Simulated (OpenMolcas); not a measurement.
# C3H4O (cyclopropanone): the vertical ionisation energy from total energies

The species is C3H4O (8 atoms), meant as a singlet with charge 0. As SMILES, `O=C1CC1`. The coordinates come from a PBE0-D4/def2-TZVP relaxation.

Both states at this one shape; open shells run unrestricted unless said. 1 Eh = 27.2114 eV.

| level | program | singlet C3H4O (Eh) | doublet C3H4O+ (Eh) | HOMO of the first (eV) |
| --- | --- | --- | --- | --- |
| M06-L/6-311+G** | OpenMolcas | -191.916777 | -191.573545 | -5.75 |
| r2SCAN/6-311+G** | OpenMolcas | -191.828865 | -191.486634 | -5.80 |
| BHLYP/6-311+G** | OpenMolcas | -191.820566 | -191.473046 | -8.44 |
| PBE0/6-311+G** | OpenMolcas | -191.715612 | -191.368770 | -7.02 |

Problem. Work out the vertical ionisation energy at each level.

Solution. 
1. M06-L/6-311+G**: -191.573545 − (-191.916777) = 0.343232 Eh = 9.34 eV; −ε(HOMO) = 5.75 eV.
2. r2SCAN/6-311+G**: -191.486634 − (-191.828865) = 0.342231 Eh = 9.31 eV; −ε(HOMO) = 5.80 eV.
3. BHLYP/6-311+G**: -191.473046 − (-191.820566) = 0.347520 Eh = 9.46 eV; −ε(HOMO) = 8.44 eV.
4. PBE0/6-311+G**: -191.368770 − (-191.715612) = 0.346842 Eh = 9.44 eV; −ε(HOMO) = 7.02 eV.

No measured value is set beside it here; the levels span 9.31 to 9.46 eV. In semi-local functionals −ε(HOMO) lies far under the ionisation energy, a result of self-interaction, while the difference of totals does much better.
